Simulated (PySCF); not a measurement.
**Unknown compound**

An unknown has the formula C$_{4}$H$_{6}$O$_{2}$. Its calculated NMR data are:

1H NMR (300 MHz, computed): δ 2.23 (s, 6H).

13C{1H} NMR (computed): δ 195.5 (C), 24.7 (CH3).

PySCF 2.14.0 with density-fitted response routines calculation with KT2/pcSseg-2 with gauge-including orbitals, PBE0-D3(BJ)/def2-SVP structure and spin–spin couplings from B3LYP/pcJ-1 (without the spin–dipole term); single conformer, no relativistic terms, in vacuum, fast rotation and ring inversion assumed for equivalent nuclei.

Referencing at the same level of theory: 1H (σ = 31.18 ppm), 13C (σ = 182.28 ppm) against TMS.

Problem. Deduce the structure.

Solution. 
Rings plus π bonds: 2 (no ring in the answer). 2 carbon signals for 4 carbons: some carbons are equivalent by symmetry or fast rotation. Carbon types of the structure: 2 × C, 2 × CH3, which accounts for all hydrogens. δC 195.5: ketone carbonyl carbon; low-lying n→π* states of the double bond to the heteroatom give a large paramagnetic term (-268 ppm). δC 24.7: methyl carbon α to a carbonyl; α to the electron-withdrawing carbonyl group. δH 2.23: hydrogen on a methyl carbon α to a carbonyl; α to C=O.

Structure: SMILES CC(=O)C(C)=O.

This is the structure that produced the data.

Shifts are as computed. Against solution values, carbons near 30 ppm lie about +3 ppm off and those near 130 ppm about -1 ppm. Of 1211 compounds with measured shifts, 218 miss one by over three times the rms of a fit or turn the order of signals round; such compounds aren't used in these exercises.
